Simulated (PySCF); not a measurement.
CClF (singlet state).
Geometry (PBE0-D3(BJ)/def2-SVP, Å), atoms numbered from 1 in this order:
```
atom  x, y, z in Å
F1    -1.1329   -0.3254    0.0137
C2    -0.1952    0.5511   -0.0562
Cl3    1.3117   -0.3229    0.0225
```

The calculation used core-valence-separated Tamm–Dancoff BHandHLYP/aug-pcX-1 (def2-SVPD on Cl) in PySCF, non-relativistic, gas phase, PBE0-D3(BJ)/def2-SVP geometry. Absolute energies from this functional tend to lie a few eV below measured edges; no shift was applied.

The lowest roots of each edge with f over 0.003 (five at most, numbered afresh; weaker and dark ones are left out), with transition dipoles (au) in the frame of the coordinates:

| root | edge | E (eV) | f | μx | μy | μz |
| --- | --- | --- | --- | --- | --- | --- |
| 1 | C | 282.58 | 0.1050 | -0.0005 | 0.0103 | 0.1227 |
| 2 | C | 288.03 | 0.0838 | -0.0939 | 0.0552 | -0.0050 |
| 3 | C | 290.82 | 0.0461 | 0.0432 | 0.0676 | -0.0055 |
| 4 | C | 292.23 | 0.0043 | -0.0245 | 0.0008 | -0.0001 |
| 5 | C | 292.73 | 0.0037 | 0.0156 | -0.0163 | 0.0014 |
| 6 | F | 683.61 | 0.0211 | -0.0002 | 0.0030 | 0.0354 |
| 7 | F | 688.73 | 0.0177 | -0.0311 | -0.0090 | 0.0006 |
| 8 | F | 689.98 | 0.0214 | -0.0154 | -0.0320 | 0.0027 |
| 9 | F | 690.83 | 0.0055 | -0.0151 | -0.0098 | 0.0007 |
| 10 | F | 691.25 | 0.0051 | 0.0140 | 0.0101 | -0.0008 |

Problem. What is the unit vector of the normal of the molecular plane, and which share of each root's |μ|² lies along it?

Solution. (0.00, -0.08, -1.00), up to sign.

| root | core hole on | share along it | final orbital under reflection in the plane |
| --- | --- | --- | --- |
| 1 | C2 | 1.00 | odd |
| 2 | C2 | 0.00 | even |
| 3 | C2 | 0.00 | even |
| 4 | C2 | 0.00 | even |
| 5 | C2 | 0.00 | even |
| 6 | F1 | 1.00 | odd |
| 7 | F1 | 0.00 | even |
| 8 | F1 | 0.00 | even |
| 9 | F1 | 0.00 | even |
| 10 | F1 | 0.00 | even |

The 1s orbitals of atoms in the plane are even under the reflection, so light polarised along the normal reaches odd orbitals alone (the out-of-plane π set) and light polarised in the plane even ones.

Problem. For fixed molecules, how does the intensity of root 1 change when the electric field is turned 20° away from the normal of the molecular plane?

Solution. Intensity goes as (E·μ)², and μ lies along that direction, so it falls to cos²20° = 0.88 of its maximum; it vanishes at 90°.

Problem. Molecules are fixed in this frame and the field points along (0, 1, 1)/√2. What effective strengths 3 f cos²θ do the roots have (θ between field and μ)?

Solution. root 1 (C2): 0.184, root 2 (C2): 0.027, root 3 (C2): 0.041, root 4 (C2): 0.000, root 5 (C2): 0.002, root 6 (F1): 0.037, root 7 (F1): 0.002, root 8 (F1): 0.022, root 9 (F1): 0.002, root 10 (F1): 0.002. Root 1 is the strongest. Averaged over all orientations cos²θ is 1/3, which gives f back.

